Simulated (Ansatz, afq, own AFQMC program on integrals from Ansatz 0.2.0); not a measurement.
AFQMC on a folder of integrals that Ansatz 0.2.0 wrote.

```yaml
crystal:
  periodic: [false, false, false]
  atoms:
    - {symbol: Sn, position_ang: [0.000000, 0.000000, 0.000000]}
basis:
  gaussian: {orbitals: def2-TZVPP}
magnetization: {spin_polarized: true, initial_magnetization: 2}
correlation: {method: ccsd_t, electrons: outside_noble_gas, hamiltonian_folder: ham}
```

```sh
$ ansatz run in.yaml --threads 1 --pin off --events-out ev --progress --plain --max-ram 1382MiB
```

afq runs on the folder ham with

```
--method free --trial cisd --walkers 60 --time-step 0.03 --max-blocks 80 --target-error 0.00024 --factor-cut 1e-05 --seed 9087 --times 0,0.3,0.6,1.2,1.8,2.4,3.6,4.8,6 --taylor-order 8
```

Times are imaginary, in 1/Eh. The walk had a cap of 953 s. Filled inner d shells are frozen with the cores. Core potentials past Kr, no spin–orbit coupling.

afq prints:

```
orbitals 41  electrons 3 1  factors 303 of 315
reference energy -213.33991659 Eh
CCSD correlation -0.05596279 Eh in 9 cycles, weight of the determinant in the CISD state 0.9457
repeat  energy at the last time / Eh  error
    10  -213.397999  0.000164
    20  -213.397912  0.000136
    30  -213.397868  0.000110
time / (1/Eh)  energy / Eh  error  mean overlap
  0.00  -213.395874  0.000006  1.0564
  0.30  -213.396728  0.000034  1.0583
  0.60  -213.397218  0.000046  1.0495
  1.20  -213.397634  0.000052  1.0544
  1.80  -213.397725  0.000064  1.0613
  2.40  -213.397831  0.000065  1.0617
  3.60  -213.397858  0.000062  1.0682
  4.80  -213.397772  0.000061  1.0882
  6.00  -213.397865  0.000108  1.0966
energy -213.397865 +/- 0.000108 Eh
```

The run passed its tests (error under three times the target), which doesn't prove that it has relaxed.

Against this walk (error 2.9 meV) on the same determinant: CCSD(T) 12.2 meV higher, CCSDT(Q) 0.7 meV lower (within the noise), full CI 0.9 meV lower (within the noise). The error is statistical, and a free projection of finite length keeps a remainder of its start.

Cautions: remainder of the start not in the error; no spin-orbit coupling; inner d shell frozen.

The walk took 81 s on 1 thread of Arm Neoverse V1, on a shared host. The log's last line is the free-projection energy.

CCSDT and higher add their correlation energy to the determinant of the CCSD(T) run, since their own runs factorise the integrals more tightly (a shift of under 2 meV). A walk keeps the symmetry of its determinant, which the program's search chose and which needn't be the lowest solution, so a lower state of the same spin and another symmetry isn't excluded.
